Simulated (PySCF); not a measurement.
BH2(NH2): computed shieldings and shifts

BH2(NH2), BH4N, point group C2v.

Cartesian coordinates in Å; atom numbers follow the order of the lines, from 1:
```xyz
6

B     0.340    0.591    0.004
H     1.361    0.680    0.647
H    -0.094    1.523   -0.635
N    -0.351   -0.611   -0.004
H    -1.210   -0.754   -0.519
H    -0.046   -1.430    0.507
```

GIAO calculations in PySCF 2.14.0 with density-fitted response routines on the PBE0-D3(BJ)/def2-SVP structure: isolated species, non-relativistic, equivalent atoms averaged; basis pcSseg-1.

(1) Give the isotropic shieldings (ppm) with PBE0, wB97X-D.

(2) And the chemical shifts, against references computed in the same way?

(3) Which part of the shielding of N4 depends on the functional?

(4) What couplings does B3LYP/pcJ-1 give?

Answers

(1) 
| atoms | environment | PBE0 | wB97X-D |
| --- | --- | --- | --- |
| N4 | nitrogen bonded to B, 2 H | 141.6 | 146.4 |
| B1 | boron bonded to N, 2 H | 62.6 | 64.1 |
| H2/H3 | hydrogen on a boron bonded to N | 26.46 | 26.65 |
| H5/H6 | hydrogen on a nitrogen bonded to B | 26.81 | 27.07 |
| HOMO–LUMO gap (eV) | – | 9.05 | 12.87 |

(2) 
```
atoms  nucleus, reference   PBE0  wB97X-D
   N4            15N, NH3  124.0    117.6
   B1       11B, BF3·OEt2   38.1     37.5
H2/H3             1H, TMS   4.81     4.73
H5/H6             1H, TMS   4.45     4.31
```

(3) Diamagnetic: PBE0 318, wB97X-D 318 ppm; paramagnetic: PBE0 -176, wB97X-D -172 ppm. The diamagnetic part, set mainly by inner electrons, hardly moves; the paramagnetic part goes with low-lying magnetically allowed excitations and carries the spread.

(4) 1J(B1,H2) = 141.2, 1J(N4,H5) = -85.9, 1J(B1,N4) = -28.7, 2J(H2,H3) = 10.0, 2J(H2,N4) = -3.1, 3J(H2,H5) = 12.1 Hz (averaged over equivalent pairs; isotopes 11B, 1H, 15N).

Experimental scales use liquid or dissolved standards, which lie at an offset from isolated NH3 (liquid NH3: subtract about 20 ppm).
